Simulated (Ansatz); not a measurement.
hcp Ti was calculated with LDA in Ansatz (PAW).

Numerical settings: plane-wave cutoff 520 eV, 24×24×12 k mesh (along the axes of the cell as run), Fermi–Dirac smearing 0.05 eV, no spin polarisation, scalar-relativistic PAW data made under PBE.

Energies at three volumes about the minimum:

```json
[
 {"V (Å³/atom)": "15.783", "E − E_lowest (meV/atom)": "2.63"},
 {"V (Å³/atom)": "16.105", "E − E_lowest (meV/atom)": "0.00"},
 {"V (Å³/atom)": "16.427", "E − E_lowest (meV/atom)": "2.47"}
]
```

### Question
Fit a parabola by hand: where is the minimum, and what is the bulk modulus?

### Answer
Slopes: (0.00 − 2.63)/(16.105 − 15.783) = -8.168 and (2.47 − 0.00)/(16.427 − 16.105) = 7.671 meV/Å³. Curvature E″ = 2 × (7.671 − (-8.168))/(16.427 − 15.783) = 49.189 meV/Å⁶. From the middle of the first interval, the slope vanishes at V0 = 15.9440 − (-8.168)/49.189 = 16.110 Å³/atom. B = V0 E″ = 16.110 × 49.189 meV/Å³ × 0.1602 GPa per meV/Å³ = 127 GPa. The full Birch–Murnaghan fit to all volumes gives V0 = 16.105 Å³/atom and B0 = 127 GPa.

Shape and atoms are relaxed at each volume.

Measured, for comparison: bulk modulus 108 GPa (zero-point energy and finite temperature contributions removed; as tabulated in doi:10.1021/acs.jctc.3c00612); equilibrium volume per atom 17.50 Å³/atom (copied from a table, unchecked, extrapolated to 0 K and zero-point effects removed; as tabulated in Lejaeghere et al. (2013), arXiv:1204.2733). Computed less measured: bulk modulus +18 %, equilibrium volume per atom not scored (unchecked).

Ansatz is a first-principles code.
